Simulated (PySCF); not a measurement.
# Basis-set dependence of excited states

Compound: hydroxy acetaldehyde, C2H4O2.
SMILES: `O=CCO`

TDDFT with PBE0 (PySCF), vertical singlets, core orbitals frozen in the response, spherical d and f functions. One conformer (not necessarily the lowest) at the PBE0-D3(BJ)/def2-SVP geometry, without solvent, vibrations or thermal averaging.

| basis | functions | diffuse | S1 (eV) | S2 (eV) | S3 (eV) | S4 (eV) | S5 (eV) | LUMO (eV) | α (au) |
| --- | --- | --- | --- | --- | --- | --- | --- | --- | --- |
| 6-31G* | 64 | no | 4.70 | 5.86 | 7.70 | 9.12 | 9.27 | -0.80 | 27.0 |
| def2-SVP | 76 | no | 4.66 | 5.80 | 7.59 | 8.61 | 8.78 | -0.95 | 27.4 |
| 6-31+G* | 80 | yes | 4.67 | 5.90 | 7.42 | 7.42 | 7.68 | -1.21 | 31.3 |
| def2-SVPD | 118 | yes | 4.64 | 5.92 | 7.67 | 7.68 | 7.75 | -1.27 | 34.0 |
| aug-cc-pVDZ | 128 | yes | 4.62 | 5.91 | 7.02 | 7.13 | 7.44 | -1.20 | 34.6 |
| def2-TZVP | 148 | no | 4.65 | 5.94 | 7.71 | 8.15 | 8.22 | -1.12 | 31.7 |
| def2-TZVPD | 190 | yes | 4.63 | 5.94 | 7.28 | 7.38 | 7.70 | -1.20 | 34.7 |
| aug-cc-pVTZ | 276 | yes | 4.62 | 5.94 | 7.03 | 7.15 | 7.44 | -1.21 | 34.8 |

How much do these states and the polarisability depend on the basis?

States are compared by their number. Against the largest diffuse basis here (aug-cc-pVTZ, itself not a converged limit), sets without diffuse functions differ by up to 0.08 eV in S1 and 1.83 eV in S5; the smaller diffuse sets differ by up to 0.05 and 0.31 eV. S1 is led by HOMO-1→LUMO (99%) in 6-31G* and by HOMO→LUMO (99%) in aug-cc-pVTZ. S1 is led by HOMO-1→LUMO (99%) in def2-SVP and by HOMO→LUMO (99%) in aug-cc-pVTZ. State by state, the largest deviation of a set without diffuse functions is S1 0.08, S2 0.13, S3 0.68, S4 1.96, S5 1.83 eV. The same number needn't mean the same state in each row. Against aug-cc-pVTZ the polarisability deviates by -23% in 6-31G*, -21% in def2-SVP, -10% in 6-31+G*, -2% in def2-SVPD, -1% in aug-cc-pVDZ, -9% in def2-TZVP, 0% in def2-TZVPD. A single + in a Pople set puts diffuse functions on heavy atoms only.
